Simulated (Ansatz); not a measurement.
How the elastic constant C13 of 1T (CdI2-type) CdI2 moves with the method

No measured value is used here.

```json
[
 {"level (code)": "LDA (Ansatz)", "value (GPa)": "?", "cell (Å³/atom)": "33.33"},
 {"level (code)": "PBEsol (Ansatz)", "value (GPa)": "3.94", "cell (Å³/atom)": "35.86"},
 {"level (code)": "HSE06-D3(BJ) (Ansatz)", "value (GPa)": "11.4", "cell (Å³/atom)": "34.12"},
 {"level (code)": "PBE0-D4 (Ansatz)", "value (GPa)": "9.38", "cell (Å³/atom)": "34.86"}
]
```

Problem. Complete the blanks.

Solution. 
- LDA (Ansatz, an electronic-structure program), value (GPa): 10.7

LDA: LDA has no dispersion term either, though it tends to give short spacings of layers, chains or molecules. PBEsol: the cell comes from a level without a dispersion term, which matters for the spacing of layers, chains or molecules. HSE06-D3(BJ), PBE0-D4: the dispersion coefficients are held fixed in the derivatives. Each level is taken at its own relaxed cell. K meshes differ between the levels. Ansatz's density-functional and Hartree–Fock values are scalar-relativistic unless marked +SOC, with PAW data made under PBE.
